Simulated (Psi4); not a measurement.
# C2H6B (SMILES [CH2]BC): UB3LYP/6-31G(d) (density fitting with cc-pvqz-jkfit, spherical functions, sweep point 5)

Aim: the vertical ionisation energy of C2H6B at UB3LYP/6-31G* (density fitting with cc-pvqz-jkfit, spherical functions, sweep point 5), from 2 runs. 

Program for the calculation: Psi4 1.11.

2 further runs of the same task are left out: 2 set aside as unsound or not needed.

### 1 The structure to begin with

C2H6B: 9 atoms, total charge 0, spin state doublet. As SMILES, `[CH2]BC`. The shape is that of a PBE0-D4/def2-TZVP optimisation. This is one conformer, not always the lowest.

Bond lengths: C1–B2 1.531 Å, B2–C3 1.561 Å, C1–H4 1.088 Å, C1–H5 1.087 Å, B2–H6 1.202 Å, C3–H7 1.092 Å, C3–H8 1.097 Å, C3–H9 1.097 Å. Some angles: C1–B2–C3 122.9°, C1–B2–H6 118.3°, C3–B2–H6 118.8°, B2–C1–H4 122.7°, B2–C1–H5 123.3°, B2–C3–H7 115.2°, B2–C3–H8 109.8°, B2–C3–H9 110.0°, H4–C1–H5 113.9°, H7–C3–H8 108.4°.

### 2 A single-point energy at UB3LYP/6-31G(d) (density fitting with cc-pvqz-jkfit, spherical functions, sweep point 5)

Input file c2h6b.dat:

```
memory 1600 mb

molecule {
  0 2
  C     -0.840100     0.743300    -1.023500
  B      0.191800     0.540800     0.089100
  C      0.525000    -0.860100     0.691800
  H     -1.406600    -0.078400    -1.457800
  H     -1.074500     1.714900    -1.450600
  H      0.769100     1.506600     0.513000
  H     -0.036500    -1.695300     0.267500
  H      1.596100    -1.069200     0.576400
  H      0.364200    -0.849200     1.777100
  units angstrom
  symmetry c1
}

set {
  basis 6-31G*
  reference uks
  puream true
  scf_type df
  dft_radial_points 99
  dft_spherical_points 590
  df_basis_scf cc-pvqz-jkfit
  maxiter 100
}

energy('b3lyp')
```

Launch:

```console
$ psi4 c2h6b.dat c2h6b.out -n 1
```

c2h6b.out:

```text
[...]
  Running in c1 symmetry.
[...]
  Nuclear repulsion =   60.660846416013079
[...]
  Multiplicity = 2
[...]
  Nalpha       = 12
  Nbeta        = 11
[...]
    Number of basis functions: 54
[...]
   @DF-UKS iter   1:  -104.35677102380481   -5.02046e-01   1.25997e-02 ADIIS/DIIS
[...]
   @DF-UKS iter   9:  -104.61791848772201   -1.21088e-08   4.21398e-07 DIIS
[...]
   @S^2 Observed:                7.523103519E-01
[...]
    Orbital Energies [Eh]
    ---------------------
    Alpha Occupied:
       1A    -10.191695     2A    -10.141785     3A     -6.727613
       4A     -0.706039     5A     -0.672338     6A     -0.465175
       7A     -0.433219     8A     -0.395610     9A     -0.390193
      10A     -0.328973    11A     -0.305931    12A     -0.257489
    Alpha Virtual:
      13A      0.018071    14A      0.116499    15A      0.137203
      16A      0.149270    17A      0.175487    18A      0.178869
      19A      0.223041    20A      0.293191    21A      0.307874
      22A      0.459861    23A      0.466763    24A      0.484555
      25A      0.499388    26A      0.586096    27A      0.591795
[...]
  @DF-UKS Final Energy:  -104.61791848772201
   => Energetics <=
    Nuclear Repulsion Energy =             60.6608464160130794
    One-Electron Energy =                -258.8717983454267824
    Two-Electron Energy =                 107.4713042173987247
    DFT Exchange-Correlation Energy =     -13.8782707757070227
    Empirical Dispersion Energy =           0.0000000000000000
    VV10 Nonlocal Energy =                  0.0000000000000000
    Total Energy =                       -104.6179184877220081
[...]
 Multipole Moments:
 ------------------------------------------------------------------------------------
     Multipole            Electronic (a.u.)      Nuclear  (a.u.)        Total (a.u.)
 ------------------------------------------------------------------------------------
 L = 1.  Multiply by 2.5417464519 to convert [e a0] to [Debye]
 Dipole X            :         -0.4013073            0.1813188           -0.2199885
 Dipole Y            :          1.3081554           -1.4208773           -0.1127220
 Dipole Z            :         -0.6519766            0.4419178           -0.2100588
 Magnitude           :                                                    0.3243854
[...]
```

Wall time 35 s (1 thread of Intel Xeon at 2.50GHz (Skylake/Cascade Lake), shared host); peak memory 0.97 GiB.

### 3 The singlet cation

Input file input.in:

```
memory 1.6 GB

molecule system {
  1 1
  C     -0.840100     0.743300    -1.023500
  B      0.191800     0.540800     0.089100
  C      0.525000    -0.860100     0.691800
  H     -1.406600    -0.078400    -1.457800
  H     -1.074500     1.714900    -1.450600
  H      0.769100     1.506600     0.513000
  H     -0.036500    -1.695300     0.267500
  H      1.596100    -1.069200     0.576400
  H      0.364200    -0.849200     1.777100
  units angstrom
  symmetry c1
}

set {
  basis                6-31G*
  reference            rks
  puream               true
  scf_type             df
  dft_radial_points    99
  dft_spherical_points 590
  df_basis_scf         cc-pvqz-jkfit
}

energy("b3lyp")
```

Launch:

```console
$ psi4 -i input.in -o input.out -n 1
```

input.out:

```text
[...]
  Running in c1 symmetry.
[...]
  Nuclear repulsion =   60.660846416013079
[...]
  Multiplicity = 1
[...]
  Nalpha       = 11
  Nbeta        = 11
[...]
    Number of basis functions: 54
[...]
   @DF-RKS iter   1:  -104.08109016154555   -2.26365e-01   1.04770e-02 DIIS/ADIIS
[...]
   @DF-RKS iter  10:  -104.25275076688658   -2.76199e-08   4.61089e-07 DIIS
[...]
    Orbital Energies [Eh]
    ---------------------
    Doubly Occupied:
       1A    -10.571387     2A    -10.354072     3A     -6.989328
       4A     -1.004270     5A     -0.897860     6A     -0.748289
       7A     -0.738311     8A     -0.623560     9A     -0.595201
      10A     -0.569981    11A     -0.535291
[...]
  @DF-RKS Final Energy:  -104.25275076688658
   => Energetics <=
    Nuclear Repulsion Energy =             60.6608464160130794
    One-Electron Energy =                -252.7657132816815988
    Two-Electron Energy =                 101.4688083593733410
    DFT Exchange-Correlation Energy =     -13.6166922605913854
    Empirical Dispersion Energy =           0.0000000000000000
    VV10 Nonlocal Energy =                  0.0000000000000000
    Total Energy =                       -104.2527507668865780
[...]
 Multipole Moments:
 ------------------------------------------------------------------------------------
     Multipole            Electronic (a.u.)      Nuclear  (a.u.)        Total (a.u.)
 ------------------------------------------------------------------------------------
 L = 1.  Multiply by 2.5417464519 to convert [e a0] to [Debye]
 Dipole X            :         -1.1257557            0.1813188           -0.9444369
 Dipole Y            :          1.9589230           -1.4208773            0.5380457
 Dipole Z            :         -1.5272725            0.4419178           -1.0853548
 Magnitude           :                                                    1.5360499
[...]
```

Run time: 22 s. Hardware: 1 thread of Intel Xeon at 2.50GHz (Skylake/Cascade Lake), shared host; peak memory 0.98 GiB.

### 4 Outcome

At UB3LYP/6-31G* (density fitting with cc-pvqz-jkfit, spherical functions, sweep point 5):

```
                                          quantity          value
                       doublet C2H6B: total energy  -104.61792 Eh
                      doublet C2H6B: dipole moment         0.82 D
 doublet C2H6B: HOMO energy (highest over α and β)       -7.01 eV
  doublet C2H6B: LUMO energy (lowest over α and β)       -3.25 eV
                               doublet C2H6B: ⟨S²⟩          0.752
                      singlet cation: total energy  -104.25275 Eh
                       singlet cation: HOMO energy      -14.57 eV
                       singlet cation: LUMO energy      -12.71 eV
                     singlet cation: HOMO–LUMO gap        1.85 eV
vertical ionisation energy (to the singlet cation)       9.937 eV
```

What this shows: The vertical ionisation energy comes to 9.94 eV (229 kcal/mol). Only the singlet of the ionised species was computed; a triplet could lie lower.
